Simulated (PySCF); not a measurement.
Molfile (atoms numbered from 1):
```
BFH5P
     RDKit          3D

  8  7  0  0  0  0  0  0  0  0999 V2000
    1.8024    0.1372   -1.0964 F   0  0  0  0  0  0  0  0  0  0  0  0
    1.1759   -0.0611    0.1086 B   0  0  0  0  0  0  0  0  0  0  0  0
   -0.8655    0.0573   -0.1376 P   0  0  0  0  0  0  0  0  0  0  0  0
    1.2102   -1.2001    0.5647 H   0  0  0  0  0  0  0  0  0  0  0  0
    1.2861    0.8363    0.9381 H   0  0  0  0  0  0  0  0  0  0  0  0
   -1.5018    1.2549   -0.5557 H   0  0  0  0  0  0  0  0  0  0  0  0
   -1.5750   -0.8687   -0.9455 H   0  0  0  0  0  0  0  0  0  0  0  0
   -1.5226   -0.1467    1.0989 H   0  0  0  0  0  0  0  0  0  0  0  0
  1  2  1  0
  2  3  1  0
  2  4  1  0
  2  5  1  0
  3  6  1  0
  3  7  1  0
  3  8  1  0
M  CHG  2   2  -1   3   1
M  END
```

PySCF calculation with geometry: PBE0-D3(BJ)/def2-SVP and GIAO PBE0/pcSseg-1 shieldings; non-relativistic, single conformer, rapidly exchanging positions averaged, no solvent model.

References, each an isolated molecule treated in the same way: ¹H (31.27 ppm) against TMS; ¹⁹F (177.25 ppm) vs CFCl3; ¹¹B (100.73 ppm) vs BF3·OEt2; ³¹P (310.13 ppm) against H3PO4.

```csv
atoms,nucleus,count,Hirshfeld charge,δ (ppm)
B2,¹¹B,1,0.01,-8.6
H4/H5,¹H,2,-0.09,4.14
F1,¹⁹F,1,-0.20,?
P3,³¹P,1,0.29,-182.5
H6/H7/H8,¹H,3,0.03,?
```

Q: Fill in the missing shifts.

A: 
- H6/H7/H8: 3.73 ppm, hydrogen on a phosphorus bonded to B
- F1: -258.3 ppm, fluorine bonded to B

Hydrogens on boron are broadened and split by ¹¹B (spin 3/2, 80 %) and 10B (spin 3). Unscaled 19F shifts against computed CFCl3 carry errors that often reach 10 to 50 ppm. Experimental scales use liquid or dissolved standards, which lie at an offset from isolated H3PO4.
